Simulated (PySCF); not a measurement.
**Stretching NO**

Set-up: PySCF, no relativity, basis sets N 6-31G(d,p), O 6-31G(d,p). Energies in eV from N + O in their ground configurations at the same level. State: ²Π (doublet), unpaired electrons π ↑.

Curves on a restricted Hartree–Fock reference rise too fast on stretching and do not dissociate correctly.

| R (Å) | ROHF | PBE0 |
| --- | --- | --- |
| 0.992 | -0.449 | -4.318 |
| 1.039 | -1.529 | -5.540 |
| 1.085 | -2.055 | -6.218 |
| 1.119 | -2.177 | -6.458 |
| 1.154 | -2.120 | -6.523 |
| 1.189 | -1.926 | -6.451 |
| 1.235 | -1.505 | -6.195 |
| 1.292 | -0.806 | -5.695 |
| 1.362 | 0.175 | -4.940 |
| 1.454 | 1.573 | -3.890 |

Question: Put a parabola through the three lowest points of the ROHF curve and estimate Re, k and ωe (reduced mass 7.466 u; 1 eV/Å² = 0.16022 mdyn/Å; ωe = 1302.8·√(k/μ) cm⁻¹).

Answer: Through R = 1.085, 1.119, 1.154 Å the second-order coefficient is 75.6 eV/Å², so Re ≈ 1.126 Å, k ≈ 24.2 mdyn/Å and ωe ≈ 2347 cm⁻¹. A polynomial fit of higher order to the unrounded ROHF energies gives Re = 1.124 Å, k = 22.9 mdyn/Å, ωe = 2282 cm⁻¹; anharmonicity and rounding make the difference.

The higher-order fit for each curve: ROHF: Re = 1.124 Å, ωe = 2282 cm⁻¹, De = 2.18 eV; PBE0: Re = 1.152 Å, ωe = 2054 cm⁻¹, De = 6.52 eV.

⟨S²⟩ of the unrestricted solution departs from its pure value on part of the curve, where spin states mix. The state was picked by a PBE0 search and need not be the measured ground state.
